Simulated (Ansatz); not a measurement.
Two isomers of C6H10: A = `C1CC1C1CC1`, B = `C=CC(=C)CC`.

Isolated molecules relaxed with PBE0-D4/def2-TZVP in Ansatz; ΔE leaves out vibrations. CCSD(T)/CBS adds triple-zeta CCSD(T) − MP2 to the extrapolated MP2 energy (def2 sets, frozen cores). Functionals use def2-TZVPP. B3LYP here is the variant with VWN-RPA as its local correlation; programs differ in this. Each species was taken in one conformer, which may not be the lowest.

A:

Z-matrix (Å, degrees):
```
C
C 1 1.498
C 1 1.500 2 59.9
H 1 1.084 2 117.3 3 -107.9
H 1 1.083 2 118.6 3 108.0
C 2 1.486 1 120.2 3 109.7
H 2 1.087 1 116.0 3 -106.4
H 3 1.083 1 118.3 2 108.4
H 3 1.084 1 117.8 2 -107.2
C 6 1.498 2 120.2 1 109.2
C 6 1.498 2 120.2 1 180.0
H 6 1.087 2 114.1 1 -35.4
H 10 1.084 6 117.3 2 1.8
H 10 1.083 6 118.6 2 -142.4
H 11 1.084 6 117.3 2 -1.8
H 11 1.083 6 118.6 2 142.4
```

B:

```xyz
16

C    -0.1154   -0.0474   -2.1584
C    -0.6447   -0.7519   -1.1600
C    -0.2030   -0.7452    0.2319
C    -0.7858   -1.5707    1.1065
C     0.8837    0.2002    0.6574
C     0.3938    1.6374    0.8134
H    -0.5039   -0.1292   -3.1662
H     0.7199    0.6279   -2.0121
H    -1.4806   -1.4138   -1.3751
H    -0.4770   -1.6074    2.1452
H    -1.5886   -2.2348    0.8053
H     1.2983   -0.1458    1.6075
H     1.7032    0.1673   -0.0680
H    -0.3758    1.6977    1.5861
H    -0.0388    2.0171   -0.1137
H     1.2146    2.2987    1.1002
```

**Question.** Which isomer does CCSD(T)/CBS put lower? Give the gap. (Best estimate.)

**Answer.** Ansatz gave: B, by 17.9 kcal/mol.

**Question.** Give E(B) − E(A) in kcal/mol with LDA (SPW92), B3LYP-D4, MP2/def2-TZVPP, CCSD(T)/def2-SVP, CCSD(T)/def2-TZVPP, PBE-D4, ωB97M-V. (An estimate is asked.)

**Answer.** The calculation gave: LDA (SPW92) -7.3, B3LYP-D4 -21.0, MP2/def2-TZVPP -12.8, CCSD(T)/def2-SVP -15.4, CCSD(T)/def2-TZVPP -17.3, PBE-D4 -13.7, ωB97M-V -13.4. None reverses the order clearly.

**Question.** Does the order hold for the free energy at 298.15 K (harmonic terms from PBE0-D4)? (Best estimate.)

**Answer.** The calculation gave: Yes: G(B) − G(A) = -20.0 kcal/mol, for one conformer each.

Largest T1 diagnostic: 0.010.

The D4 term adds −1.2 kcal/mol with B3LYP and −0.7 kcal/mol with PBE0; it sums over pairs of atoms, weighted by their polarisabilities, and B3LYP, whose exchange is more repulsive, gets the larger term. In def2-TZVPP, CCSD(T) changes the Hartree–Fock value by +2.6 kcal/mol (the triples alone add −1.2 kcal/mol) and MP2 by +7.1 kcal/mol.
